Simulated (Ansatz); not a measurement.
# SiH4 (silane): levels of theory compared

Wanted: a comparison of 6 runs (BHLYP/3-21G, HSE06/6-31G, UPBE/6-31G, wB97X/6-31G, RPA@PBE/6-31G, UCCSD(T)/6-31G) of SiH4 (silane). 

Program for the calculation: Ansatz 0.2.0.

53 further runs of the same task are left out: 2 that didn't finish, 51 set aside as unsound or not needed.

## Step 1: The molecule

SiH4 has 5 atoms, charge 0, and is taken as a singlet. As SMILES, `[SiH4]`. The H2–Si1 distance was set to 2.969 Å, away from the relaxed value. At this shape a bond of the SMILES string is far longer than usual.

Bond lengths: Si1–H3 1.485 Å, Si1–H4 1.485 Å, Si1–H5 1.485 Å. Angles: H3–Si1–H4 109.5°, H3–Si1–H5 109.5°, H4–Si1–H5 109.5°.

## Step 2: The energy at BHLYP/3-21G (run 1)

Input file input.yaml:

```yaml
basis:
  gaussian: {orbitals: 3-21G.json}
crystal:
  periodic: [false, false, false]
  atoms:
    - {symbol: Si, position_ang: [-0.967605, 0.688404, -0.891105]}
    - {symbol: H, position_ang: [0.967600, -0.688400, 0.890900]}
    - {symbol: H, position_ang: [-2.298605, 0.733304, -0.235005]}
    - {symbol: H, position_ang: [-1.072705, -0.051896, -2.173605]}
    - {symbol: H, position_ang: [-0.499105, 2.072204, -1.155205]}
accuracy: high
hamiltonian: {xc: {name: BHLYP}}
total_charge: 0
```

The basis set 3-21G is read from a file made from the Basis Set Exchange's data (not shown).

On the command line:

```sh
$ ansatz run input.yaml --threads 1 --pin off --max-ram 2610MiB --events-out events.jsonl --progress --plain --runs-dir runs
```

The program printed:

```text
Warning: RAYON_NUM_THREADS=1 ignored (pool sized by the plan → 1); use --threads N
Functional definition: BHLYP
  name "BHLYP"
  parameter a = 0.5
  exchange = (1 - a)*b88_x + a*exact_x
  correlation = lyp_c
418 factors; integrals over basis functions are off by at most 3.2e-9 eV
mean field evaluation 1: about -7895.5692 eV, gradient 4.5e0 eV
mean field evaluation 2: about -7895.5355 eV, gradient 4.7e0 eV
mean field evaluation 4: about -7895.6875 eV, gradient 3.3e-2 eV
mean field evaluation 8: about -7895.6781 eV, gradient 3.8e-4 eV
mean field -7895.67808726 eV, -290.1608178241 hartree, gradient 3.6e-8 eV, S^2 0.000000; 0 other end points of the search recorded, 0 dependent functions left out
reference -7895.67810976 eV, -290.1608186508 hartree; 9, 9 occupied and 12, 12 virtual orbitals, 418 factors
Total energy: -7895.67810976 eV, -290.1608186508 hartree
```

It took 0.76 s on 1 thread of Arm Neoverse V1, shared host.

## Step 3: The energy at HSE06/6-31G (run 2)

Input file molecule.yaml:

```yaml
crystal:
  periodic: [false, false, false]
  atoms:
    - symbol: Si
      position_ang: [-0.967605, 0.688404, -0.891105]
    - symbol: H
      position_ang: [0.967600, -0.688400, 0.890900]
    - symbol: H
      position_ang: [-2.298605, 0.733304, -0.235005]
    - symbol: H
      position_ang: [-1.072705, -0.051896, -2.173605]
    - symbol: H
      position_ang: [-0.499105, 2.072204, -1.155205]
basis:
  gaussian: {orbitals: 6-31G}
hamiltonian: {xc: {name: HSE06}}
accuracy: high
```

On the command line:

```sh
$ ansatz run molecule.yaml --threads 1 --pin off --max-ram 2610MiB --events-out events.jsonl --progress --plain --runs-dir runs
```

The program printed:

```text
Warning: RAYON_NUM_THREADS=1 ignored (pool sized by the plan → 1); use --threads N
Functional definition: HSE06
  name "HSE06"
  parameter a = 0.25
  parameter omega = 0.11/bohr
  exchange = pbe_x - a*pbe_x_sr(omega) + a*exact_x_sr(omega)
  correlation = pbe_c
477 factors; integrals over basis functions are off by at most 2.6e-9 eV
79 factors; integrals over basis functions are off by at most 6.1e-10 eV
mean field evaluation 1: about -7933.2418 eV, gradient 4.3e0 eV
mean field evaluation 2: about -7933.2680 eV, gradient 2.7e0 eV
mean field evaluation 4: about -7933.3233 eV, gradient 1.7e-1 eV
mean field evaluation 8: about -7933.3169 eV, gradient 6.8e-3 eV
mean field evaluation 16: about -7933.3169 eV, gradient 1.3e-8 eV
mean field -7933.31690244 eV, -291.5440187694 hartree, gradient 1.3e-8 eV, S^2 0.000000; 0 other end points of the search recorded, 0 dependent functions left out
reference -7933.31690546 eV, -291.5440188803 hartree; 9, 9 occupied and 12, 12 virtual orbitals, 477 factors
Total energy: -7933.31690546 eV, -291.5440188803 hartree
```

Run time: 1.1 s. Hardware: 1 thread of Arm Neoverse V1, shared host.

## Step 4: The energy at UPBE/6-31G (run 3)

Input file run.yaml:

```yaml
crystal:
  periodic: [false, false, false]
  atoms:
    - {symbol: Si, position_ang: [-0.967605, 0.688404, -0.891105]}
    - {symbol: H, position_ang: [0.967600, -0.688400, 0.890900]}
    - {symbol: H, position_ang: [-2.298605, 0.733304, -0.235005]}
    - {symbol: H, position_ang: [-1.072705, -0.051896, -2.173605]}
    - {symbol: H, position_ang: [-0.499105, 2.072204, -1.155205]}
basis:
  gaussian:
    orbitals: 6-31G
magnetization:
  spin_polarized: true
hamiltonian:
  xc: {name: PBE}
accuracy: high
```

On the command line:

```sh
$ ansatz run run.yaml --threads 1 --pin off --max-ram 2610MiB --events-out events.jsonl --progress --plain --runs-dir runs
```

The program printed:

```text
Warning: RAYON_NUM_THREADS=1 ignored (pool sized by the plan → 1); use --threads N
Functional definition: PBE
  name "PBE"
  parameter kappa = 0.804
  parameter beta = 0.06672455060314922
  exchange = pbe_x(kappa = kappa, mu = beta*pi^2/3)
  correlation = pbe_c(beta = beta)
477 factors; integrals over basis functions are off by at most 2.6e-9 eV
mean field evaluation 1: about -7932.7685 eV, gradient 5.2e0 eV
mean field evaluation 2: about -7932.8694 eV, gradient 3.1e0 eV
mean field evaluation 4: about -7933.0006 eV, gradient 4.6e-1 eV
mean field evaluation 8: about -7932.9949 eV, gradient 9.1e-3 eV
mean field evaluation 16: about -7932.9949 eV, gradient 1.8e-8 eV
mean field evaluation 32: about -7932.9157 eV, gradient 3.8e0 eV
mean field -7933.11444399 eV, -291.5365785586 hartree, gradient 7.0e-8 eV, S^2 0.542445; 5 other end points of the search recorded, 0 dependent functions left out
reference -7933.11444731 eV, -291.5365786805 hartree; 9, 9 occupied and 12, 12 virtual orbitals, 477 factors
Total energy: -7933.11444731 eV, -291.5365786805 hartree
```

It took 3.6 s on 1 thread of Arm Neoverse V1, shared host; peak memory 0.11 GiB.

Runs 4 to 5 aren't shown in full; the table further down has their settings and results.

## Step 5: The energy at UCCSD(T)/6-31G (run 6)

Input file in.yaml:

```yaml
crystal:
  periodic: [false, false, false]
  atoms:
    - {symbol: Si, position_ang: [-0.967605, 0.688404, -0.891105]}
    - {symbol: H, position_ang: [0.967600, -0.688400, 0.890900]}
    - {symbol: H, position_ang: [-2.298605, 0.733304, -0.235005]}
    - {symbol: H, position_ang: [-1.072705, -0.051896, -2.173605]}
    - {symbol: H, position_ang: [-0.499105, 2.072204, -1.155205]}
basis:
  gaussian:
    orbitals: 6-31G
magnetization:
  spin_polarized: true
correlation:
  method: ccsd_t
  frozen_orbitals: {H: 0, Si: 5}
accuracy: high
scf:
  omitted_lower_state_checks: [cluster_reference, increment]
```

On the command line:

```sh
$ ansatz run in.yaml --threads 1 --pin off --max-ram 2610MiB --events-out events.jsonl --progress --plain --runs-dir runs
```

The program printed:

```text
Warning: RAYON_NUM_THREADS=1 ignored (pool sized by the plan → 1); use --threads N
[... 13 lines left out ...]
5 core orbitals not correlated: weight in the atoms' cores, before any rotation towards them, 1.000 or more for the frozen orbitals, at most 0.000 for the correlated occupied ones
[... 31 lines left out ...]
Total energy: -7922.57068074 eV, -291.1491024061 hartree
Checks for a lower state left out: cluster_reference, increment
```

It took 0.36 s on 1 thread of Arm Neoverse V1, shared host.

## Step 6: The series

| run | level | frozen core orbitals | energy (Eh) | wall time |
| --- | --- | --- | --- | --- |
| 1 | BHLYP/3-21G | – | -290.160819 | 0.76 s |
| 2 | HSE06/6-31G | – | -291.544019 | 1.1 s |
| 3 | UPBE/6-31G | – | -291.536579 | 3.6 s |
| 4 | wB97X/6-31G | – | -291.659286 | 3.6 s |
| 5 | RPA@PBE/6-31G | 5 | -291.192524 | 1.2 s |
| 6 | UCCSD(T)/6-31G | 5 | -291.149102 | 0.36 s |

## Step 7: Outcome

```
                                          quantity          value
                               run 6: total energy  -291.14910 Eh
run 6: correlation energy (5 core orbitals frozen)      -80.0 mEh
                             run 6: (T) correction      -2.55 mEh
          run 6: ⟨S²⟩ of the reference determinant          0.892
                              run 6: T1 diagnostic          0.071
```

**Reading.** Totals of different functionals can't be ranked against each other. In run 5 the log says that unrestricted orbitals would lower the reference, so the values rest on an unstable closed-shell determinant (other closed-shell runs at this shape may share the fault). In runs 1, 2, 4, 5 a closed-shell determinant meets a far-stretched bond, which it describes badly. Spin contamination of the reference: run 6 ⟨S²⟩ = 0.89, run 3 ⟨S²⟩ = 0.54. Where it is this large, the reference is a mixture of spin states, and values that rest on it are in doubt. All runs together took 11 s, the longest 3.6 s.
